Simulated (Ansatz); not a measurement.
# Al₃H+ (quartet): the correlation ladder, cc-pVTZ

An exercise on one series of results from a longer session: the logs are not shown, and one member is left open.

The runs use Ansatz 0.2.0, Gaussian basis; cc-pVTZ, core rule «outside noble gas», up to 15 orbitals frozen.

To be run: UHF; CCSD(T) on ROHF; CCSD(T) on UHF; BCCD(T) on ROHF; CCSDT(Q) on ROHF; CCSDT(Q) on UHF; CASSCF and NEVPT2, 9 electrons in 13 orbitals.

4 further runs of the same task are left out: 4 set aside as unsound or not needed. Runs told in other sessions of the task aren't counted.

## The geometry

The geometry is a PBE0/def2-TZVP stationary point (not a proven minimum) of the parent state, kept for this charge and spin.

4 atoms, charge 1, spin multiplicity 4.

Atoms are counted from 1 here; the program's logs count them from 0.

Bond lengths: Al1–Al2 2.593 Å, Al1–H4 1.950 Å, Al2–Al3 2.593 Å, Al2–H4 1.874 Å, Al3–H4 1.950 Å. Angles: Al2–Al1–H4 46.1°, Al1–Al2–Al3 97.1°, Al1–Al2–H4 48.5°, Al3–Al2–H4 48.5°, Al2–Al3–H4 46.1°, Al1–H4–Al2 85.4°, Al1–H4–Al3 170.8°, Al2–H4–Al3 85.4°.

The first run:

in.yaml reads:

```yaml
crystal:
  periodic: [false, false, false]
  atoms:
    - {symbol: Al, position_ang: [0.000000, 0.563450, 1.943331]}
    - {symbol: Al, position_ang: [0.000000, -1.153806, 0.000000]}
    - {symbol: Al, position_ang: [0.000000, 0.563450, -1.943331]}
    - {symbol: H, position_ang: [0.000000, 0.720211, 0.000000]}
basis:
  gaussian: {orbitals: cc-pVTZ}
total_charge: 1
magnetization: {spin_polarized: true, initial_magnetization: 3}
hamiltonian: {xc: hf}
output: {orbitals: {seedname: orbitals}}
```

The run is started by

```console
$ ansatz run in.yaml --threads 1 --pin off --events-out ev --progress --plain --max-ram 4096MiB --backend cpu
```

Among the steps run: UHF; CCSD(T) on ROHF; CCSD(T) on UHF; BCCD(T) on ROHF; CCSDT(Q) on ROHF; CCSDT(Q) on UHF; CASSCF and NEVPT2, 9 electrons in 13 orbitals.

One table of the session follows, with a row left open; its other results are not shown here.

```
        method  from RCCSDT(Q) (kJ/mol)
          ROHF                   +562.1
           UHF                   +545.8
          RMP2                   +120.8
          UMP2                   +125.4
         RCCSD                    +50.4
         UCCSD                    +49.2
      RCCSD(T)                    +10.2
      UCCSD(T)                    +10.3
       BCCD(T)                    +10.1
        RCCSDT                     +4.4
        UCCSDT                     +4.1
     RCCSDT(Q)                        0
     UCCSDT(Q)                        ?
CASSCF valence                   +273.8
NEVPT2 valence                    +65.8
```

Q: Estimate the row for UCCSDT(Q) from the others.

The run gave: from RCCSDT(Q) (kJ/mol): -0.3. In the column «from RCCSDT(Q) (kJ/mol)» it is the lowest.

To keep in mind: Warnings: spin contamination; coupled cluster took another determinant than the lowest. Restricted and unrestricted rows rest on different reference determinants; a gap between their highest levels can come from leftover correlation error, from unlike frozen cores or from another state.
